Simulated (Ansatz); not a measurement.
`C/C=C/CC` from Hartree–Fock to CCSD(T)

```
atom   x (Å)   y (Å)   z (Å)
  C1  -1.796   1.169   1.193
  C2  -0.849   0.357   0.377
  C3   0.473   0.461   0.429
  C4   1.461  -0.330  -0.368
  C5   0.871  -1.341  -1.331
  H6  -2.425   0.530   1.822
  H7  -2.475   1.745   0.556
  H8  -1.266   1.868   1.843
  H9  -1.299  -0.365  -0.301
 H10   0.906   1.189   1.115
 H11   2.102   0.371  -0.918
 H12   2.139  -0.840   0.330
 H13   0.231  -0.857  -2.073
 H14   0.268  -2.087  -0.807
 H15   1.661  -1.870  -1.868
```

Charge 0, multiplicity 1. All single points use the PBE0-D4/def2-TZVP geometry. It is one conformer, not always the lowest. Frozen core, restricted reference, the Gaussian-basis code of Ansatz. CBS rows extrapolate triple and quadruple zeta; past MP2 they add the triple-zeta difference.

```
     basis     HF (Eh)  MP2 corr.  CCSD corr.       (T)  CCSD(T) total
  def2-SVP           ?   -0.70395           ?  -0.02461              ?
def2-TZVPP  -195.21912          ?    -0.91088  -0.03751              ?
def2-QZVPP  -195.22829          ?           –         –              –
 CBS(def2)  -195.22956   -0.94995    -1.00372     as TZ     -196.27079
```

(1) Fill in the withheld values. (Estimate.)

## Answers

(1) Ansatz gave: def2-SVP HF (Eh): -195.00656; def2-SVP CCSD corr.: -0.76987; def2-SVP CCSD(T) total: -195.80104; def2-TZVPP MP2 corr.: -0.85710; def2-TZVPP CCSD(T) total: -196.16751; def2-QZVPP MP2 corr.: -0.91044.
